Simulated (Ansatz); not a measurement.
Process, species as SMILES: [N]=O (N-O) → N atom + O atom
B3LYP-D3(BJ)/def2-TZVP geometries, fixed; electronic energies without zero-point terms.

Basis-set convergence of the atomisation energy at wB97M-V with Ansatz (a program for electronic structure). All functions are spherical. The program fits the integrals of some runs and decomposes those of others, by size. Open shells are unrestricted. The functional holds VV10 correlation; no added dispersion term, no relativity. Functions are those of the species that has most. Reference: the value in aug-cc-pV5Z, 155.13 kcal/mol, itself unsure by roughly 0.08 kcal/mol (its mean distance from pcseg-4, aug-pcseg-3, aug-cc-pVQZ).

```csv
basis,functions,atomisation energy (kcal/mol)
pcseg-1,28,(withheld)
6-311G**,36,(withheld)
aug-cc-pVDZ,46,152.04
def2-TZVPP,62,154.62
def2-TZVPPD,77,(withheld)
"6-311++G(3df,3pd)",78,(withheld)
pcseg-3,120,155.08
cc-pV5Z,182,155.05
pcseg-4,202,155.20
```

**Question.** Complete the blanks.

**Answer.** 
- pcseg-1, atomisation energy (kcal/mol): 150.60
- 6-311G**, atomisation energy (kcal/mol): 152.10
- def2-TZVPPD, atomisation energy (kcal/mol): 154.47
- 6-311++G(3df,3pd), atomisation energy (kcal/mol): 155.53
